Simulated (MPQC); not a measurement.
# PBE/TZ (Dunning) run of B2H3F (SMILES BBF)

What is the energy change on altering one bond length of B2H3F at PBE/TZ (Dunning)? 

The results are computed with MPQC 2.3.1.

9 further runs of the same task are left out: 1 that didn't finish, 8 set aside as unsound or not needed.

### 1 The molecule

The species is B2H3F (6 atoms), meant as a singlet with charge 0. As SMILES, `BBF`. Geometry: relaxed at GFN2-xTB.

Bond lengths: B1–B2 1.648 Å, B2–F3 1.324 Å, B1–H4 1.171 Å, B1–H5 1.171 Å, B2–H6 1.188 Å. Angles: B1–B2–F3 125.3°, B1–B2–H6 121.9°, F3–B2–H6 112.8°, B2–B1–H4 122.3°, B2–B1–H5 122.2°, H4–B1–H5 115.3°.

### 2 Energy and gradient at PBE/TZ (Dunning)

Contents of input.in:

```
% emacs should use -*- KeyVal -*- mode
molecule<Molecule>: (
  symmetry = auto
  unit = bohr
  { atoms geometry } = {
    B  [ -0.78170411     0.41882000    -1.33376870 ]
    B  [ 0.73910968    -0.38567420     1.26139219 ]
    F  [ 2.45870376     1.01240187     2.42164623 ]
    H  [ -0.05608707    -0.13303672    -3.34970963 ]
    H  [ -2.74344770     1.44089727    -1.28151777 ]
    H  [ 0.38342543    -2.35342712     2.28197658 ]
  }
)
basis<GaussianBasisSet>: (
  name = "TZ (Dunning)"
  molecule = $:molecule
)
mpqc: (
  checkpoint = no
  savestate = no
  restart = no
  do_energy = yes
  do_gradient = yes
  optimize = no
  mole<CLKS>: (
    molecule = $:molecule
    basis = $:basis
    total_charge = 0
    memory = 1000000000
    print_evals = yes
    print_npa = yes
    maxiter = 80
    functional<StdDenFunctional>: ( name = "PBE" )
    integrator<RadialAngularIntegrator>: ( grid = coarse )
    guess_wavefunction<CLHF>: (
      molecule = $:molecule
      total_charge = 0
      memory = 1000000000
      value_accuracy = 1e-3
      basis<GaussianBasisSet>: (
        name = "3-21G"
        molecule = $:molecule
      )
    )
  )
)
```

Started as:

```bash
$ mpqc input.in > input.out
```

Output:

```text
MPQC: Massively Parallel Quantum Chemistry
[...]
  Integrated electron density error = 0.002615541874
  iter     1 energy = -151.0475320018 delta = 8.19175e-02
  Integrated electron density error = -0.000326728602
  iter     2 energy = -151.1638098461 delta = 3.21952e-02
[...]
  Integrated electron density error = -0.000329279930
  iter    11 energy = -151.1716971422 delta = 2.19361e-07
  Integrated electron density error = -0.000329280042
  iter    12 energy = -151.1716971422 delta = 7.20703e-08
  Integrated electron density error = -0.000329279965
  iter    13 energy = -151.1716971422 delta = 2.47766e-08
[...]
  LUMO is    12   A =  -0.120766
  total scf energy = -151.1716971422
[...]
  Integrated electron density error = -0.000329281844
  Total Gradient:
[...]
Value of the MolecularEnergy: -151.1716971422
  Gradient of the MolecularEnergy:
      1   -0.0058465526
      2    0.0014070426
      3   -0.0092842487
      4    0.0240748288
      5    0.0187740727
      6    0.0175256464
      7   -0.0328323562
      8   -0.0289381722
      9   -0.0203154610
     10   -0.0057699064
     11    0.0045338979
     12    0.0153295662
[...]
        symmetry = c1
[...]
```

It took 25 s on 1 thread of Intel Xeon at 2.50GHz (Skylake/Cascade Lake), shared host.

### 3 The distorted shape, same level

Contents of input.in:

```
% emacs should use -*- KeyVal -*- mode
molecule<Molecule>: (
   symmetry = auto
   unit = bohr
   { atoms geometry } = {
      B  [ -0.92685586 0.52921213 -0.93050303 ]
      B  [ 0.59395793 -0.27528207 1.66465785 ]
      F  [ 2.31355201 1.12279401 2.82491190 ]
      H  [ -0.05608707 -0.13303672 -3.34970963 ]
      H  [ -2.88859945 1.55128940 -0.87825211 ]
      H  [ 0.23827368 -2.24303499 2.68524224 ]
   }
)
basis<GaussianBasisSet>: (
   name = "TZ (Dunning)"
   molecule = $:molecule
)
mpqc: (
   checkpoint = no
   savestate = no
   restart = no
   do_energy = yes
   do_gradient = yes
   optimize = no
   mole<CLKS>: (
      molecule = $:molecule
      basis = $:basis
      total_charge = 0
      memory = 1000000000
      print_evals = yes
      print_npa = yes
      maxiter = 80
      functional<StdDenFunctional>: ( name = "PBE" )
      integrator<RadialAngularIntegrator>: ( grid = coarse )
      guess_wavefunction<CLHF>: (
         molecule = $:molecule
         total_charge = 0
         memory = 1000000000
         value_accuracy = 1e-3
         basis<GaussianBasisSet>: (
            name = "3-21G"
            molecule = $:molecule
         )
      )
   )
)
```

Started as:

```bash
$ mpqc input.in > input.out
```

Output:

```text
MPQC: Massively Parallel Quantum Chemistry
[...]
  Integrated electron density error = 0.002588801127
  iter     1 energy = -151.0354132637 delta = 8.21496e-02
  Integrated electron density error = -0.000332042185
  iter     2 energy = -151.1517531172 delta = 3.26509e-02
[...]
  Integrated electron density error = -0.000335632334
  iter    13 energy = -151.1606039112 delta = 5.75414e-08
  Integrated electron density error = -0.000335632349
  iter    14 energy = -151.1606039112 delta = 2.37549e-08
  Integrated electron density error = -0.000335632371
  iter    15 energy = -151.1606039112 delta = 1.66189e-08
[...]
  LUMO is    12   A =  -0.124070
  total scf energy = -151.1606039112
[...]
  Integrated electron density error = -0.000335634158
  Total Gradient:
[...]
Value of the MolecularEnergy: -151.1606039112
  Gradient of the MolecularEnergy:
      1   -0.0269680819
      2    0.0173159157
      3    0.0496363764
      4    0.0213451344
      5    0.0202263961
      6    0.0185425862
      7   -0.0321799611
      8   -0.0289518606
      9   -0.0198321930
     10    0.0172091252
     11   -0.0128250675
     12   -0.0485462315
[...]
        symmetry = c1
[...]
```

Run time: 26 s. Hardware: 1 thread of Intel Xeon at 2.50GHz (Skylake/Cascade Lake), shared host; peak memory 0.25 GiB.

### 4 Summary of results

Level: PBE/TZ (Dunning).

```
                                                         quantity          value
                                        first shape: total energy  -151.17170 Eh
                                         first shape: HOMO energy       -6.96 eV
                                         first shape: LUMO energy       -3.29 eV
                                       first shape: HOMO–LUMO gap        3.67 eV
                            first shape: largest force on an atom     2.481 eV/Å
                                    distorted shape: total energy  -151.16060 Eh
                                     distorted shape: HOMO energy       -7.03 eV
                                     distorted shape: LUMO energy       -3.38 eV
                                   distorted shape: HOMO–LUMO gap        3.66 eV
                        distorted shape: largest force on an atom     3.038 eV/Å
energy change with the B1–H4 bond stretched from 1.171 to 1.405 Å       0.302 eV
```

What this shows: With the B1–H4 bond stretched from 1.171 to 1.405 Å the energy rises by 0.30 eV (29.1 kJ/mol). The first shape isn't relaxed at this level, so the change isn't measured from a minimum. The largest force (first shape) is 2.48 eV/Å: the shape isn't a stationary point for this species at this level.
